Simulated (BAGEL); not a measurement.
**HF/6-31G(d) (density fitting with qzvpp-jkfit, spherical functions) run of NSF3 (thiazyl trifluoride)**

What is the energy change on altering one bond length of NSF3 (thiazyl trifluoride) at HF/6-31G* (density fitting with qzvpp-jkfit, spherical functions)? 

The results are computed with BAGEL 1.2.2.

5 further runs of the same task are left out: 3 that didn't finish, 2 set aside as unsound or not needed.

## 1. The structure to begin with

NSF3 has 5 atoms, charge 0, and is taken as a singlet. SMILES: `N#S(F)(F)F`. The coordinates come from a GFN2-xTB relaxation.

Bond lengths: N1–S2 1.414 Å, S2–F3 1.622 Å, S2–F4 1.623 Å, S2–F5 1.622 Å. Angles: N1–S2–F3 123.3°, N1–S2–F4 123.2°, N1–S2–F5 123.3°, F3–S2–F4 92.8°, F3–S2–F5 92.8°, F4–S2–F5 92.8°.

## 2. The energy at HF/6-31G(d) (density fitting with qzvpp-jkfit, spherical functions)

Input file job.json:

```json
{ "bagel": [

{
  "title": "molecule",
  "basis": "6-31gs.json",
  "df_basis": "qzvpp-jkfit",
  "angstrom": true,
  "geometry": [
    { "atom": "N", "xyz": [      -0.358080,      -0.004690,       1.626160 ] },
    { "atom": "S", "xyz": [      -0.053300,      -0.000320,       0.245520 ] },
    { "atom": "F", "xyz": [       1.060160,      -0.972240,      -0.423820 ] },
    { "atom": "F", "xyz": [      -1.148560,      -0.328830,      -0.906480 ] },
    { "atom": "F", "xyz": [       0.499780,       1.306070,      -0.541380 ] }
  ]
},

{
  "title": "hf"
},

{
  "title": "print",
  "file": "orbitals.molden",
  "orbitals": true
}

]}
```

The basis set 6-31G* is read from a file made from the Basis Set Exchange's data (not shown).

On the command line:

```bash
$ BAGEL_NUM_THREADS=1 BAGEL job.json > job.out
```

What it wrote:

```text
* using 1 threads per process

  ===============================================================
  ===============================================================

  *** Geometry ***

  { "atom" : "N", "xyz" : [     -0.676673,     -0.008863,      3.072997 ] },
  { "atom" : "S", "xyz" : [     -0.100722,     -0.000605,      0.463966 ] },
  { "atom" : "F", "xyz" : [      2.003412,     -1.837267,     -0.800904 ] },
  { "atom" : "F", "xyz" : [     -2.170464,     -0.621399,     -1.712999 ] },
  { "atom" : "F", "xyz" : [      0.944447,      2.468115,     -1.023060 ] },

  Number of auxiliary basis functions:      436

  Since a DF basis is specified, we compute 2- and 3-index integrals:
    o Being stored without compression. Storage requirement is 0.019 GB

  Number of basis functions:       74
  Number of electrons      :       50

    * METHOD: MOLECULE                             0.16

  *** RHF ***

  === Nuclear Repulsion ===
   274.9294779459

      * DIIS with orbital gradients will be used.

  === RHF iteration (6-31gs.json) ===
      0       -749.66308060          0.03237275           0.05
      1       -749.82175495          0.02497854           0.07
      2       -750.06049451          0.00255291           0.04
      3       -750.06365528          0.00095925           0.05
      4       -750.06450221          0.00021023           0.04
      5       -750.06458062          0.00007863           0.04
      6       -750.06459099          0.00002854           0.04
      7       -750.06459223          0.00000976           0.04
      8       -750.06459229          0.00000619           0.04
      9       -750.06459231          0.00000158           0.04
     10       -750.06459231          0.00000083           0.03
     11       -750.06459231          0.00000015           0.04
     12       -750.06459231          0.00000004           0.04
     13       -750.06459231          0.00000001           0.04
     14       -750.06459231          0.00000001           0.04
    * SCF iteration converged.

    * Permanent dipole moment:
           (   -0.128003,    -0.003003,     0.568862) a.u.

    * METHOD: HF                                   0.76

    * METHOD: PRINT                                0.01

  ===============================================================
```

Wall time 1.1 s (1 thread of AMD EPYC 9R45 (Zen 5), shared host); peak memory 0.093 GiB.

## 3. The distorted shape at the same level

Input file hf.json:

```json
{ "bagel": [

{
  "title": "molecule",
  "basis": "6-31gs.json",
  "df_basis": "qzvpp-jkfit",
  "angstrom": true,
  "geometry": [
    { "atom": "N", "xyz": [   -1.021777,   -1.572361,    2.570442 ] },
    { "atom": "S", "xyz": [   -0.716997,   -1.567991,    1.189802 ] },
    { "atom": "F", "xyz": [    0.396463,   -2.539911,    0.520462 ] },
    { "atom": "F", "xyz": [   -1.812257,   -1.896501,    0.037802 ] },
    { "atom": "F", "xyz": [    0.499780,    1.306070,   -0.541380 ] }
  ]
},
{
  "title": "hf"
},
{
  "title": "print",
  "file": "orbitals.molden",
  "orbitals": true
}

]}
```

The basis set 6-31G* is read from a file made from the Basis Set Exchange's data (not shown).

On the command line:

```bash
$ BAGEL_NUM_THREADS=1 BAGEL hf.json > hf.out
```

What it wrote:

```text
* using 1 threads per process

  ===============================================================
  ===============================================================

  *** Geometry ***

  { "atom" : "N", "xyz" : [     -1.930879,     -2.971332,      4.857431 ] },
  { "atom" : "S", "xyz" : [     -1.354928,     -2.963074,      2.248400 ] },
  { "atom" : "F", "xyz" : [      0.749206,     -4.799736,      0.983531 ] },
  { "atom" : "F", "xyz" : [     -3.424669,     -3.583867,      0.071435 ] },
  { "atom" : "F", "xyz" : [      0.944447,      2.468115,     -1.023060 ] },

  Number of auxiliary basis functions:      436

  Since a DF basis is specified, we compute 2- and 3-index integrals:
    o Being stored without compression. Storage requirement is 0.019 GB

  Number of basis functions:       74
  Number of electrons      :       50

    * METHOD: MOLECULE                             0.14

  *** RHF ***

  === Nuclear Repulsion ===
   229.2362654875

      * DIIS with orbital gradients will be used.

  === RHF iteration (6-31gs.json) ===
      0       -749.22881323          0.03296797           0.04
      1       -738.22082148          0.09461345           0.04
      2       -749.54270340          0.01984084           0.04
      3       -749.74852847          0.00485604           0.04
      4       -749.78078869          0.00366069           0.04
      5       -749.78703395          0.00260731           0.04
      6       -749.78928150          0.00204648           0.04
      7       -749.79245286          0.00041319           0.04
      8       -749.79276542          0.00024065           0.04
      9       -749.79293719          0.00009997           0.04
     10       -749.79295524          0.00008757           0.04
     11       -749.79296098          0.00004441           0.04
     12       -749.79296216          0.00001371           0.04
     13       -749.79296237          0.00000847           0.04
     14       -749.79296251          0.00000519           0.04
     15       -749.79296258          0.00000395           0.04
     16       -749.79296266          0.00000342           0.04
     17       -749.79296274          0.00000321           0.04
     18       -749.79296280          0.00000284           0.04
     19       -749.79296289          0.00000226           0.04
     20       -749.79296295          0.00000195           0.04
     21       -749.79296302          0.00000133           0.04
     22       -749.79296304          0.00000098           0.04
     23       -749.79296305          0.00000066           0.04
     24       -749.79296305          0.00000053           0.04
     25       -749.79296305          0.00000030           0.04
     26       -749.79296305          0.00000025           0.04
     27       -749.79296305          0.00000014           0.04
     28       -749.79296305          0.00000011           0.04
     29       -749.79296305          0.00000010           0.04
     30       -749.79296305          0.00000009           0.04
     31       -749.79296305          0.00000008           0.04
     32       -749.79296305          0.00000008           0.04
     33       -749.79296305          0.00000006           0.04
     34       -749.79296305          0.00000005           0.04
     35       -749.79296305          0.00000004           0.04
     36       -749.79296305          0.00000002           0.04
     37       -749.79296305          0.00000002           0.04
     38       -749.79296305          0.00000001           0.04
     39       -749.79296305          0.00000001           0.04
    * SCF iteration converged.

    * Permanent dipole moment:
           (    0.986123,     2.473598,    -1.219306) a.u.

    * METHOD: HF                                   1.57

    * METHOD: PRINT                                0.01

  ===============================================================
```

Run time: 1.9 s. Hardware: 1 thread of AMD EPYC 9R45 (Zen 5), shared host; peak memory 0.096 GiB.

## 4. What came out

At HF/6-31G* (density fitting with qzvpp-jkfit, spherical functions):

| quantity | value |
| --- | --- |
| first shape: total energy | -750.06459 Eh |
| first shape: dipole moment | 1.48 D |
| first shape: HOMO energy | -13.43 eV |
| first shape: LUMO energy | 2.30 eV |
| first shape: HOMO–LUMO gap | 15.73 eV |
| distorted shape: total energy | -749.79296 Eh |
| distorted shape: dipole moment | 7.44 D |
| distorted shape: HOMO energy | -9.57 eV |
| distorted shape: LUMO energy | -5.04 eV |
| distorted shape: HOMO–LUMO gap | 4.53 eV |
| energy change with the S2–F5 bond stretched from 1.622 to 3.569 Å | 7.391 eV |

**Reading.** One bond (distorted shape) is far stretched, which a spin-restricted single reference describes badly; a broken-symmetry solution may lie lower. With the S2–F5 bond stretched from 1.622 to 3.569 Å the energy rises by 7.39 eV (170 kcal/mol). The first shape isn't relaxed at this level, so the change isn't measured from a minimum. A restricted reference can't describe the breaking bond well at this length.
